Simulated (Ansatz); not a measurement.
Basis-set extrapolation for CH7AlSi, SMILES `C[SiH2][AlH2]` (PBE0-D4/def2-TZVP geometry, frozen core, Ansatz). Multiplicity 1, RHF reference.

```tsv
	def2-TZVPP	def2-QZVPP
HF	-572.810553	-572.828598
MP2 correlation	-0.390371	-0.416701
CCSD(T) correlation	-0.459099	not run
```

Energies in hartree. Use E(X) = E(∞) + A·exp(−7.88·√X) for Hartree–Fock and E(X) = E(∞) + B·X^(−2.97) for correlation, with X = 3 and 4, and add CCSD(T) minus MP2 of the smaller set to the MP2 limit.

Q: What is the CCSD(T) energy at the basis-set limit?

A: HF limit: -572.828598 + (-0.018045) × 0.13774 = -572.83108. MP2 limit: -0.416701 + (-0.026330) × 0.74074 = -0.43620. Higher-order term: -0.459099 − (-0.390371) = -0.06873. Total: -573.33601 hartree, 1.81 eV below CCSD(T)/def2-TZVPP.
